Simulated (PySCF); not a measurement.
MgH₂: bending curve

All numbers come from PBE0/[Mg def2-TZVP, H def2-TZVP], no relativity, density fitting, PySCF.

Rigid scan from the singlet minimum (Mg–H 1.706 Å (×2); H–Mg–H 180.0°). Coordinate: the H–Mg–H angle, bonds fixed. Energies in kJ/mol from the minimum.

Q: Predict the curve at 80, 90, 100, 110, 120, 130, 140, 150, 160, 170, 180.

A: 
```csv
bond angle (°),E (kJ/mol),dipole size (D)
80,183.8,5.73
90,140.4,5.32
100,105.6,4.87
110,77.6,4.37
120,55.3,3.83
130,37.5,3.25
140,23.7,2.63
150,13.3,1.99
160,5.9,1.33
170,1.5,0.67
180,0.0,0.00
```
